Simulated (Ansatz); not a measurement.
## [NH2···H···N], quartet: transfer scan

Starting geometry:

```yaml
atoms:
  - { symbol: N, position_ang: [-1.0732, -0.0184, -0.0286] }
  - { symbol: H, position_ang: [-1.3705, 0.9495, -0.0286] }
  - { symbol: H, position_ang: [-1.3705, -0.4207, 0.8517] }
  - { symbol: H, position_ang: [-0.0607, -0.0184, -0.0286] }
  - { symbol: N, position_ang: [1.2748, -0.0184, -0.0286] }
```

From there H4 is moved from one fragment to the other while all else, the fragments' distance too, stays fixed; atoms are numbered as listed. Energies are in kJ/mol, counted from the starting geometry at the same level.

Basis cc-pVDZ; Ansatz 0.2.0. Only valence electrons are correlated (noble-gas cores frozen). R marks a restricted (for open shells ROHF) determinant, U an unrestricted one. Active spaces: valence = (13e, 11o) chosen from the atoms' valence shells.

Runs in a small pair space aren't shown, since their orbitals change along the scan.

Full CI isn't at hand for all of this; UCCSDT(Q) serves as the reference, and is uncertain by about the last step of the cluster series. The frozen core follows each run's orbitals, which can shift R against U totals by a few meV.

```csv
distance N1-H4 (Å),UCCSDT(Q),error UHF,error RMP2,error UMP2,error UCCSD,error UCCSD(T),error NEVPT2 (valence space)
0.942,5.1,-11.1,-2.0,-1.8,-1.4,-0.3,1.3
1.012,0.0,0.0,0.0,0.0,0.0,0.0,0.0
1.055,7.0,7.1,1.5,1.5,0.9,0.2,-0.9
1.097,18.1,14.0,2.8,3.3,1.9,0.4,-1.8
1.139,31.3,20.0,3.5,5.6,2.7,0.6,-2.8
1.181,45.0,23.7,1.7,8.7,3.3,0.8,-3.8
1.224,58.4,23.0,-4.7,12.6,3.4,0.9,-4.6
1.266,70.7,17.3,8.5,15.9,3.0,0.9,-5.0
1.308,83.0,8.0,14.5,17.1,2.2,0.8,-5.1
```

Errors are those of relative energies. In total energy the starting point itself misses UCCSDT(Q) by: UHF 805.6, RMP2 103.5, UMP2 101.3, UCCSD 17.8, UCCSD(T) 2.6, NEVPT2 (valence space) 120.3 kJ/mol.

Spread of the error over the points with a reference, to 1.308 Å (largest less smallest): UCCSD(T) 1.2, UCCSD 4.8, NEVPT2 (valence space) 6.4, UMP2 18.9, RMP2 19.2, UHF 34.8 kJ/mol.
